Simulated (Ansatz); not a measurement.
Species: C3H2N, charge 0, doublet. C3H2N (SMILES C(C#N)=[CH], doublet).
B3LYP-D3(BJ)/def2-TZVP minimum from Ansatz (an electronic-structure program):
```
C
C 1 1.3111
H 2 1.0776 1 137.23
H 1 1.0922 2 120.62 3 0.00
C 1 1.4275 4 115.57 2 180.00
N 5 1.1518 4 150.57 1 -180.00
```
Charge 0, spin multiplicity 2.

Total energies in hartree (Ansatz). UHF or UKS for unpaired electrons; spin-orbit terms are left out. Correlated methods leave the cores frozen. No relativity. For partners of very few electrons the exact lower level stands in for a higher one. The UHF reference of C3H2N ([CH]=CC#N, doublet) is spin-contaminated (<S^2> up to 0.38 over the pure value in the sets run).

```csv
species,HF/cc-pVTZ,CCSD(T)/cc-pVTZ,HF/cc-pVQZ,CCSD(T)/cc-pVQZ,CCSD(T)/cc-pVDZ,CCSDT(Q)/cc-pVDZ
"1: C3H2N (SMILES [CH]=CC#N, doublet)",-169.18185,-169.84125,-169.19273,-169.88780,-169.68530,-169.68953
2: C (triplet),-37.69157,-37.78076,-37.69331,-37.78654,-37.76038,-37.76071
3: H (doublet),-0.49981,-0.49981,-0.49995,-0.49995,-0.49928,-0.49928
4: N (quartet),-54.40069,-54.51471,-54.40372,-54.52482,-54.47850,-54.47866
```

Work out the atomisation energy (electronic, to ground-state atoms) in kcal/mol: take Hartree-Fock from cc-pVQZ, extrapolate the CCSD(T) correlation energy as X^-3 (X = 3, 4), and add CCSDT(Q) - CCSD(T) in cc-pVDZ. 1 hartree = 627.51 kcal/mol.


Species 1: correlation (64·(-0.69507) - 27·(-0.65940))/37 = -0.72110; step -0.00423; E1 = -169.19273 + (-0.72110) + (-0.00423) = -169.91806
Species 2: correlation (64·(-0.09323) - 27·(-0.08919))/37 = -0.09618; step -0.00033; E2 = -37.69331 + (-0.09618) + (-0.00033) = -37.78982
Species 3: correlation (64·(0.00000) - 27·(0.00000))/37 = 0.00000; step +0.00000; E3 = -0.49995 + (0.00000) + (+0.00000) = -0.49995
Species 4: correlation (64·(-0.12110) - 27·(-0.11402))/37 = -0.12627; step -0.00016; E4 = -54.40372 + (-0.12627) + (-0.00016) = -54.53015
-1·E1 +3·E2 +2·E3 +1·E4 = 1.01855 hartree = 639.1 kcal/mol.
